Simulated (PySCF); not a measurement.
# CCl4: PBE0 against B3LYP

Base calculation in PySCF with density fitting and no spin–orbit coupling, PBE0/def2-TZVP (no relativity): singlet, Td, C–Cl 1.763 Å (×4); wavenumbers 219 (×2), 318 (×3), 473, 791 (×3) cm⁻¹; gap between the highest occupied and lowest empty levels 7.61 eV, polar-tensor charge of C 1.33 e, atomisation energy (no zero-point energy) 1334 kJ/mol.

**Question.** What changes on going to B3LYP/def2-TZVP (no relativity)?

**Answer.** The point group stays the same. Changes: mean bond to C +0.018 Å, highest wavenumber -50 cm⁻¹, lowest wavenumber -4 cm⁻¹, gap between the highest occupied and lowest empty levels -0.73 eV, polar-tensor charge of C +0.01 e, atomisation energy (no zero-point energy) -92 kJ/mol. The new structure has C–Cl 1.781 Å (×4), with wavenumbers 215 (×2), 311 (×3), 451, 741 (×3) cm⁻¹.

The structures come from searches over a few start shapes, so lower isomers are not excluded.
